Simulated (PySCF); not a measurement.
**CH3BO (SMILES B1CO1) at N12/6-31G(d,p) (spherical functions, max memory mb 1860)**

We compute a geometry optimisation of CH3BO. Input form: a Python script.

Program for the calculation: PySCF 2.14.0.

**1. The structure to begin with**

CH3BO has 6 atoms, charge 0, and is taken as a singlet. As SMILES, `B1CO1`. The shape comes from a force field and isn't a relaxed structure. The run starts from this shape.

Bond lengths: B1–C2 1.540 Å, B1–O3 1.526 Å, C2–O3 1.395 Å, B1–H4 1.122 Å, C2–H5 1.122 Å, C2–H6 1.104 Å. Angles: B1–C2–O3 62.4°, C2–B1–O3 54.1°, B1–O3–C2 63.5°, B1–C2–H5 114.9°, B1–C2–H6 116.4°, O3–C2–H5 112.4°, O3–C2–H6 111.8°, C2–B1–H4 140.2°, O3–B1–H4 146.9°, H5–C2–H6 123.2°.

**2. A structure relaxation at N12/6-31G(d,p) (spherical functions, max memory mb 1860)**

The input, calc.py:

```python
from pyscf import gto, dft
from pyscf.geomopt.geometric_solver import kernel as optimise

mol = gto.Mole()
mol.atom = '''
B   -0.646500  -0.380000  -0.573300
C    0.518700   0.201600   0.248600
O   -0.553200   1.046100  -0.039000
H   -1.261600  -1.314400  -0.653400
H    1.434800   0.456100  -0.346800
H    0.549900  -0.073400   1.317600
'''
mol.spin = 0
mol.basis = '6-31g**'
mol.verbose = 3
mol.max_memory = 1860
mol.build()

calc0 = dft.RKS(mol)
calc0.xc = 'n12'
converged, mol_eq = optimise(calc0, maxsteps=100)
print('converged:', converged)
print(mol_eq.tostring())

calc0.reset(mol_eq)
mol = mol_eq
calc0.kernel()
e_final = calc0.e_tot
print(f'total energy: {e_final:.8f} hartree')
```

The run is started by

```console
$ OMP_NUM_THREADS=1 python calc.py
```

What it wrote:

```text
maxiter                   100
----------------------------------------------------------
Custom engine selected.
Bonds will be generated from interatomic distances less than 1.20 times sum of covalent radii
18 internal coordinates being used (instead of 18 Cartesians)
Internal coordinate system (atoms numbered from 1):
Distance 1-2
Distance 1-3
Distance 1-4
Distance 2-3
Distance 2-5
Distance 2-6
Angle 2-1-4
Angle 3-1-4
Angle 1-2-3
Angle 1-2-6
Angle 3-2-5
Angle 3-2-6
Angle 5-2-6
Angle 1-3-2
Out-of-Plane 1-2-3-4
Out-of-Plane 2-1-5-6
Dihedral 3-1-2-5
Dihedral 3-1-2-6
Dihedral 4-1-2-3
Dihedral 4-1-2-5
Dihedral 4-1-2-6
Dihedral 4-1-3-2
Dihedral 5-2-3-1
Dihedral 6-2-3-1
Translation-X 1-6
Translation-Y 1-6
Translation-Z 1-6
Rotation-A 1-6
Rotation-B 1-6
Rotation-C 1-6
> ===== Optimization Info: ====
> Job type: Energy minimization
> Maximum number of optimization cycles: 100
> Initial / maximum trust radius (Angstrom): 0.100 / 0.300
> Convergence Criteria:
> Will converge when all 5 criteria are reached:
>  |Delta-E| < 1.00e-06
>  RMS-Grad  < 3.00e-04
>  Max-Grad  < 4.50e-04
>  RMS-Disp  < 1.20e-03
>  Max-Disp  < 1.80e-03
> === End Optimization Info ===

Geometry optimization cycle 1
Cartesian coordinates (Angstrom)
 Atom        New coordinates             dX        dY        dZ
   B  -0.646500  -0.380000  -0.573300    0.000000  0.000000  0.000000
   C   0.518700   0.201600   0.248600    0.000000  0.000000  0.000000
   O  -0.553200   1.046100  -0.039000    0.000000  0.000000  0.000000
   H  -1.261600  -1.314400  -0.653400    0.000000  0.000000  0.000000
   H   1.434800   0.456100  -0.346800    0.000000 -0.000000  0.000000
   H   0.549900  -0.073400   1.317600    0.000000  0.000000  0.000000

WARN: Mole.unit (angstrom) is changed to Bohr

converged SCF energy = -139.898000023475
--------------- RKS_Scanner gradients ---------------
         x                y                z
0 B    -0.0372920663    -0.0924437893    -0.0697405663
1 C    -0.0314754963     0.0278507590     0.0162475485
2 O     0.0499827398     0.0470168336     0.0474497086
3 H     0.0273892848     0.0180676939     0.0206115340
4 H     0.0070067283     0.0034877983    -0.0249715586
5 H    -0.0152820714    -0.0037637607     0.0105184997
----------------------------------------------
cycle 1: E = -139.898000023  dE = -139.898  norm(grad) = 0.162283
Step    0 : Gradient = 6.625e-02/1.217e-01 (rms/max) Energy = -139.8980000235
Hessian Eigenvalues: 3.33919e-02 3.84159e-02 5.00000e-02 ... 3.13611e-01 3.31691e-01 4.27130e-01

Geometry optimization cycle 2
Cartesian coordinates (Angstrom)
 Atom        New coordinates             dX        dY        dZ
   B  -0.649372  -0.383071  -0.517964   -0.002872 -0.003071  0.055336
   C   0.548696   0.178498   0.221259    0.029996 -0.023102 -0.027341
   O  -0.613613   0.963981  -0.120359   -0.060413 -0.082119 -0.081359
   H  -1.370291  -1.292248  -0.681289   -0.108691  0.022152 -0.027889
   H   1.479757   0.518209  -0.233346    0.044957  0.062109  0.113454
   H   0.631940  -0.059180   1.280155    0.082040  0.014220 -0.037445
converged SCF energy = -139.929973805116
--------------- RKS_Scanner gradients ---------------
         x                y                z
0 B    -0.0102625305    -0.0382935578    -0.0324304768
1 C    -0.0216643145     0.0151234029     0.0003025348
2 O     0.0247110280     0.0307275017     0.0206861113
3 H     0.0062089811    -0.0039320186     0.0129354715
4 H     0.0037141747     0.0011361615    -0.0009464911
5 H    -0.0026243827    -0.0050882705    -0.0006604789
----------------------------------------------
cycle 2: E = -139.929973805  dE = -0.0319738  norm(grad) = 0.074665
Step    1 : Displace = 1.020e-01/1.395e-01 (rms/max) Trust = 1.000e-01 (=) Grad = 3.048e-02/5.122e-02 (rms/max) E (change) = -139.9299738051 (-3.197e-02) Quality = 1.285
Hessian Eigenvalues: 3.29613e-02 4.01726e-02 4.56595e-02 ... 3.24879e-01 3.37198e-01 4.19064e-01

Geometry optimization cycle 3
Cartesian coordinates (Angstrom)
 Atom        New coordinates             dX        dY        dZ
   B  -0.600315  -0.416739  -0.438498    0.049057 -0.033668  0.079466
   C   0.580837   0.168222   0.271332    0.032141 -0.010276  0.050072
   O  -0.699465   0.809725  -0.156686   -0.085852 -0.154256 -0.036328
   H  -1.452562  -1.161266  -0.813512   -0.082271  0.130983 -0.132223
   H   1.460897   0.499974  -0.243043   -0.018860 -0.018235 -0.009697
   H   0.729783   0.056068   1.339158    0.097843  0.115248  0.059003
converged SCF energy = -139.934208106905
--------------- RKS_Scanner gradients ---------------
         x                y                z
0 B     0.0208303557     0.0723480718     0.0147125016
1 C    -0.0120889552     0.0118947347    -0.0050924710
2 O    -0.0011801498    -0.0755226160    -0.0183501134
3 H    -0.0101269132     0.0026835067     0.0036225833
4 H    -0.0028661666    -0.0069216104     0.0059703982
5 H     0.0055638857    -0.0044487868    -0.0006082802
----------------------------------------------
cycle 3: E = -139.934208107  dE = -0.0042343  norm(grad) = 0.111829
Step    2 : Displace = 1.380e-01/1.960e-01 (rms/max) Trust = 1.414e-01 (+) Grad = 4.565e-02/7.773e-02 (rms/max) E (change) = -139.9342081069 (-4.234e-03) Quality = 0.306
Hessian Eigenvalues: 3.33849e-02 3.87211e-02 4.99935e-02 ... 3.35650e-01 3.56560e-01 4.37320e-01

[... 9 lines left out ...]
converged SCF energy = -139.939916375025
[... 22 lines left out ...]
converged SCF energy = -139.940561899737
[... 22 lines left out ...]
converged SCF energy = -139.940953949272
[... 22 lines left out ...]
converged SCF energy = -139.941474166249
[... 22 lines left out ...]
converged SCF energy = -139.94180720993
[... 22 lines left out ...]
converged SCF energy = -139.941999172359
[... 22 lines left out ...]
converged SCF energy = -139.942080672622
[... 22 lines left out ...]
converged SCF energy = -139.942096517692
[... 22 lines left out ...]
converged SCF energy = -139.942097332691
[... 22 lines left out ...]
converged SCF energy = -139.942093521975
[... 22 lines left out ...]
converged SCF energy = -139.942099015116
[... 22 lines left out ...]
converged SCF energy = -139.942105447008
[... 22 lines left out ...]
converged SCF energy = -139.942109979376
[... 22 lines left out ...]
converged SCF energy = -139.942112549975
[... 22 lines left out ...]
converged SCF energy = -139.942113237596
[... 22 lines left out ...]
converged SCF energy = -139.942114004617
[... 22 lines left out ...]
converged SCF energy = -139.942114270926
[... 22 lines left out ...]
converged SCF energy = -139.942114451286
[... 22 lines left out ...]
converged SCF energy = -139.942114630149
[... 22 lines left out ...]
converged SCF energy = -139.942114807366
[... 22 lines left out ...]
converged SCF energy = -139.942114992215
[... 22 lines left out ...]
converged SCF energy = -139.942115186901
[... 22 lines left out ...]
converged SCF energy = -139.942115580749
[... 22 lines left out ...]
converged SCF energy = -139.942116008567
[... 22 lines left out ...]
converged SCF energy = -139.942116476357
[... 23 lines left out ...]
converged SCF energy = -139.942116966819
[... 22 lines left out ...]
converged SCF energy = -139.942116955855
[... 13 lines left out ...]
Geometry optimization cycle 31
Cartesian coordinates (Angstrom)
 Atom        New coordinates             dX        dY        dZ
   B  -0.679828  -0.641896  -0.518443    0.000275 -0.000375 -0.000070
   C   0.563796  -0.071108   0.135678   -0.000053  0.000255  0.000052
   O  -0.691471   0.664898  -0.282172   -0.000289 -0.000364 -0.000296
   H  -1.406125  -1.438268  -0.995566    0.000353 -0.000530  0.000091
   H   1.430568   0.243461  -0.432758   -0.000083  0.000409  0.000092
   H   0.705264  -0.057030   1.209577   -0.000225  0.000508  0.000069
converged SCF energy = -139.942116942247
--------------- RKS_Scanner gradients ---------------
         x                y                z
0 B    -0.0001464451     0.0000410544     0.0004801470
1 C     0.0001066744     0.0001273721    -0.0000997208
2 O    -0.0000346978     0.0000659630     0.0000766911
3 H     0.0001322956     0.0001694629    -0.0002381366
4 H     0.0000307536     0.0000871704     0.0000661235
5 H     0.0000101132     0.0001015945     0.0000565190
----------------------------------------------
cycle 31: E = -139.942116942  dE = 1.36075e-08  norm(grad) = 0.000657359
Step   30 : Displace = 1.038e-04/1.559e-04 (rms/max) Trust = 1.000e-04 (=) Grad = 2.760e-04/5.586e-04 (rms/max) E (change) = -139.9421169422 (+1.361e-08) Quality = -0.045
Hessian Eigenvalues: 3.28525e-03 7.93778e-03 2.61947e-02 ... 4.23752e-01 4.85588e-01 7.10551e-01

Geometry optimization cycle 32
Cartesian coordinates (Angstrom)
 Atom        New coordinates             dX        dY        dZ
   B  -0.679451  -0.642415  -0.518554    0.000376 -0.000519 -0.000112
   C   0.563683  -0.070710   0.135754   -0.000112  0.000398  0.000076
   O  -0.691881   0.664417  -0.282616   -0.000410 -0.000481 -0.000444
   H  -1.405489  -1.439180  -0.995392    0.000636 -0.000911  0.000174
   H   1.430421   0.244079  -0.432611   -0.000147  0.000618  0.000147
   H   0.704876  -0.056252   1.209679   -0.000388  0.000778  0.000102
converged SCF energy = -139.942116924433
--------------- RKS_Scanner gradients ---------------
         x                y                z
0 B    -0.0001343441     0.0000454911     0.0004561148
1 C     0.0001071624     0.0001444041    -0.0000859085
2 O    -0.0000457386     0.0000470271     0.0000795877
3 H     0.0001231684     0.0001792968    -0.0002282750
4 H     0.0000304301     0.0000798643     0.0000620790
5 H     0.0000084381     0.0001022568     0.0000561742
----------------------------------------------
cycle 32: E = -139.942116924  dE = 1.78143e-08  norm(grad) = 0.000634651
Step   31 : Displace = 1.007e-04/1.593e-04 (rms/max) Trust = 1.000e-04 (=) Grad = 2.632e-04/5.310e-04 (rms/max) E (change) = -139.9421169244 (+1.781e-08) Quality = -0.040
Hessian Eigenvalues: 3.08689e-03 4.55723e-03 2.61967e-02 ... 4.24107e-01 4.95314e-01 7.78814e-01

Geometry optimization cycle 33
Cartesian coordinates (Angstrom)
 Atom        New coordinates             dX        dY        dZ
   B  -0.678998  -0.643054  -0.518694    0.000453 -0.000639 -0.000140
   C   0.563514  -0.070192   0.135848   -0.000169  0.000518  0.000095
   O  -0.692396   0.663850  -0.283201   -0.000515 -0.000567 -0.000585
   H  -1.404592  -1.440446  -0.995136    0.000898 -0.001266  0.000256
   H   1.430219   0.244893  -0.432402   -0.000202  0.000813  0.000209
   H   0.704337  -0.055241   1.209812   -0.000540  0.001011  0.000133
converged SCF energy = -139.942116892883
--------------- RKS_Scanner gradients ---------------
         x                y                z
0 B    -0.0001249059     0.0000337514     0.0004228633
1 C     0.0001048184     0.0001599175    -0.0000721714
2 O    -0.0000500074     0.0000504092     0.0000904137
3 H     0.0001160849     0.0001846070    -0.0002153829
4 H     0.0000267900     0.0000733472     0.0000579297
5 H     0.0000041439     0.0001035168     0.0000538678
----------------------------------------------
cycle 33: E = -139.942116893  dE = 3.155e-08  norm(grad) = 0.000606278
Step   32 : Displace = 1.015e-04/1.701e-04 (rms/max) Trust = 1.000e-04 (=) Grad = 2.481e-04/4.976e-04 (rms/max) E (change) = -139.9421168929 (+3.155e-08) Quality = -0.055
Hessian Eigenvalues: 1.79554e-03 5.03614e-03 2.61968e-02 ... 4.26690e-01 5.05696e-01 7.07502e-01

Geometry optimization cycle 34
Cartesian coordinates (Angstrom)
 Atom        New coordinates             dX        dY        dZ
   B  -0.678533  -0.643722  -0.518840    0.000465 -0.000669 -0.000145
   C   0.563312  -0.069622   0.135948   -0.000202  0.000570  0.000100
   O  -0.692956   0.663263  -0.283866   -0.000561 -0.000587 -0.000665
   H  -1.403552  -1.441901  -0.994829    0.001039 -0.001455  0.000307
   H   1.429998   0.245809  -0.432145   -0.000221  0.000916  0.000257
   H   0.703720  -0.054129   1.209960   -0.000616  0.001112  0.000148
converged SCF energy = -139.94211684561
--------------- RKS_Scanner gradients ---------------
         x                y                z
0 B    -0.0001240891     0.0000333069     0.0003900753
1 C     0.0000962805     0.0001726560    -0.0000625644
2 O    -0.0000491815     0.0000504832     0.0001005055
3 H     0.0001115387     0.0001830380    -0.0002021772
4 H     0.0000274509     0.0000700390     0.0000537134
5 H     0.0000019331     0.0001036090     0.0000556962
----------------------------------------------
cycle 34: E = -139.942116846  dE = 4.72728e-08  norm(grad) = 0.000579598
Step   33 : Displace = 1.045e-04/1.626e-04 (rms/max) Trust = 1.000e-04 (=) Grad = 2.342e-04/4.676e-04 (rms/max) E (change) = -139.9421168456 (+4.727e-08) Quality = -0.077
Hessian Eigenvalues: 1.10820e-03 6.33917e-03 2.62209e-02 ... 4.35100e-01 4.77301e-01 6.26806e-01

Geometry optimization cycle 35
Cartesian coordinates (Angstrom)
 Atom        New coordinates             dX        dY        dZ
   B  -0.678086  -0.644358  -0.518964    0.000447 -0.000636 -0.000125
   C   0.563113  -0.069076   0.136043   -0.000199  0.000546  0.000095
   O  -0.693491   0.662715  -0.284531   -0.000534 -0.000548 -0.000665
   H  -1.402521  -1.443331  -0.994523    0.001031 -0.001430  0.000305
   H   1.429778   0.246716  -0.431875   -0.000220  0.000907  0.000271
   H   0.703116  -0.053050   1.210098   -0.000604  0.001079  0.000138
converged SCF energy = -139.942116774264
--------------- RKS_Scanner gradients ---------------
         x                y                z
0 B    -0.0001190327     0.0000375757     0.0003665584
1 C     0.0000861900     0.0001790989    -0.0000573006
2 O    -0.0000470279     0.0000548769     0.0001078418
3 H     0.0001059688     0.0001771668    -0.0001920192
4 H     0.0000245584     0.0000687911     0.0000533819
5 H     0.0000006258     0.0001029994     0.0000545985
----------------------------------------------
cycle 35: E = -139.942116774  dE = 7.13456e-08  norm(grad) = 0.00055754
Step   34 : Displace = 1.009e-04/1.494e-04 (rms/max) Trust = 1.000e-04 (=) Grad = 2.228e-04/4.435e-04 (rms/max) E (change) = -139.9421167743 (+7.135e-08) Quality = -0.124
Hessian Eigenvalues: 1.10820e-03 6.33917e-03 2.62209e-02 ... 4.35100e-01 4.77301e-01 6.26806e-01
Converged! =D

converged: True
B          -0.67808621       -0.64435826       -0.51896437
C           0.56311258       -0.06907574        0.13604348
O          -0.69349082        0.66271488       -0.28453068
H          -1.40252133       -1.44333065       -0.99452344
H           1.42977842        0.24671570       -0.43187476
H           0.70311612       -0.05304998        1.21009833
converged SCF energy = -139.94211677428
total energy: -139.94211677 hartree
```

It took 8 min on 1 thread of Intel Xeon at 2.50GHz (Skylake/Cascade Lake), shared host; peak memory 0.58 GiB.

The path in brief:

| step | energy from the first frame kept (eV) | largest force (eV/Å) |
| --- | --- | --- |
| 0 | 0.0000 | 6.2558 |
| 2 | -0.9853 | 3.9970 |
| 4 | -1.1582 | 0.7462 |
| 6 | -1.1830 | 0.4954 |
| 8 | -1.1973 | 0.2474 |
| 10 | -1.1999 | 0.1245 |
| 12 | -1.1998 | 0.1170 |
| 14 | -1.2002 | 0.0518 |
| 16 | -1.2004 | 0.0305 |
| 18 | -1.2004 | 0.0278 |
| 20 | -1.2004 | 0.0284 |
| 22 | -1.2004 | 0.0286 |
| 24 | -1.2004 | 0.0289 |
| 26 | -1.2005 | 0.0282 |
| 28 | -1.2005 | 0.0272 |
| 30 | -1.2005 | 0.0259 |
| 32 | -1.2005 | 0.0227 |
| 34 | -1.2005 | 0.0199 |

After the run. Bond lengths: B1–C2 1.517 Å, B1–O3 1.328 Å, C2–O3 1.514 Å, B1–H4 1.179 Å, C2–H5 1.083 Å, C2–H6 1.083 Å. Angles: B1–C2–O3 52.0°, C2–B1–O3 63.9°, B1–O3–C2 64.1°, B1–C2–H5 122.6°, B1–C2–H6 122.7°, O3–C2–H5 112.2°, O3–C2–H6 112.1°, C2–B1–H4 159.1°, O3–B1–H4 137.0°, H5–C2–H6 114.3°.

**3. Results**

Level: N12/6-31G** (spherical functions, max memory mb 1860).

| quantity | value |
| --- | --- |
| total energy at the end | -139.94212 Eh |
| dipole moment | 1.21 D |
| HOMO energy | -6.47 eV |
| LUMO energy | -0.67 eV |
| HOMO–LUMO gap | 5.80 eV |

**Reading.** At the final geometry: Bond lengths: B1–C2 1.517 Å, B1–O3 1.328 Å, C2–O3 1.514 Å, B1–H4 1.179 Å, C2–H5 1.083 Å, C2–H6 1.083 Å. Angles: B1–C2–O3 52.0°, C2–B1–O3 63.9°, B1–O3–C2 64.1°, B1–C2–H5 122.6°, B1–C2–H6 122.7°, O3–C2–H5 112.2°, O3–C2–H6 112.1°, C2–B1–H4 159.1°, O3–B1–H4 137.0°, H5–C2–H6 114.3°. The optimisation took 34 steps and changed the energy by -1.200 eV.
